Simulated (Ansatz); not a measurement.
in.yaml

```yaml
crystal:
  periodic: [false, false, false]
  atoms:
    - {symbol: O, position_ang: [0.000000, 0.000000, 0.244782]}
    - {symbol: Mg, position_ang: [0.000000, 0.000000, -1.337846]}
    - {symbol: H, position_ang: [0.000000, 0.000000, 1.093063]}
basis:
  gaussian: {orbitals: 6-31G}
magnetization: {spin_polarized: false, initial_magnetization: 1}
correlation: {method: sc_nevpt2, electrons: outside_noble_gas, active_space: {window: {electrons: 3, orbitals: 3}}}
```

```sh
$ ansatz run in.yaml --threads 1 --pin off --events-out ev --progress --plain --max-ram 2393MiB
```

Log:

```
244 factors; integrals over basis functions are off by at most 4.0e-4 eV
mean field evaluation 1: about -7479.8732 eV, gradient 4.1e1 eV
mean field evaluation 2: about -7479.9020 eV, gradient 4.1e1 eV
mean field evaluation 4: about -7483.4561 eV, gradient 1.3e0 eV
mean field evaluation 8: about -7483.4769 eV, gradient 8.6e-4 eV
mean field -7483.47686048 eV, -275.0127021400 hartree, gradient 7.8e-6 eV, S^2 0.750000; 0 other end points of the search recorded, 0 dependent functions left out
reference -7483.47686048 eV, -275.0127021400 hartree; 11, 10 occupied and 13, 14 virtual orbitals, 244 factors
state -7483.94416072 eV, -275.0298751070 hartree
state -7483.94416072 eV, -275.0298751070 hartree; corrected -7486.95602590 eV, -275.1405591108 hartree
Total energy: -7486.95602590 eV, -275.1405591108 hartree
```

Natural occupations: 1.9872 1.0000 0.0129.

For the same geometry and basis full CI lies 129.5 meV lower.

Ran on 1 thread of Arm Neoverse V1, shared host: 0.33 s wall, 0.15 GiB peak host memory.
